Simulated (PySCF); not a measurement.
Two-dimensional NMR puzzle

Compound of formula C2H3N. Correlations simulated from computed shifts and couplings:

HSQC (one-bond C–H):
| δH | δC | ¹J(C,H) (Hz) |
| --- | --- | --- |
| 9.89 | 173.7 | 255 |
| 1.20 | 18.6 | 189 |

COSY cross peaks (|J| ≥ 2 Hz):
| δH | δH | abs. J (Hz) | bonds |
| --- | --- | --- | --- |
| 9.89 | 1.20 | 2.6 | 3 |

HMBC (two and three bonds, |J| ≥ 2.5 Hz):
| δH | δC [abs. J in Hz] |
| --- | --- |
| 9.89 | 18.6 [8.3] |
| 1.20 | 173.7 [2.5] |

How the numbers were obtained: geometry from PBE0-D3(BJ)/def2-SVP, spin–spin couplings from B3LYP/pcJ-1, NMR shieldings at PBE/pcSseg-2/GIAO, in PySCF 2.14 (relativity neglected, in vacuum, fast rotation and ring inversion assumed for equivalent nuclei, one conformer).

Referencing at the same level of theory: ¹H and ¹³C against TMS.

Exchangeable hydrogens are left out of these lists, and C,H couplings along chains are those of one rotamer, so weak HMBC peaks may be missing or extra.

**Question.** Which molecule is this?

**Answer.** `N1=CC1`.

Atom-mapped SMILES (the numbers label the heavy atoms): `[CH:1]1=[N:2][CH2:3]1` (H(Xn): hydrogen on atom n).

- δC 173.7 is C1, a C=N carbon (δH 9.89).
- δC 18.6 is C3, a three-membered-ring carbon (δH 1.20).
- COSY links 9.89–1.20.

Unscaled 3J(H,H) at this level run about 10 % above measured values. Shifts are as computed, not scaled to solution data. Of 1211 compounds with measured shifts, 218 miss one by over three times the rms of a fit or turn the order of signals round; such compounds aren't used in these exercises.
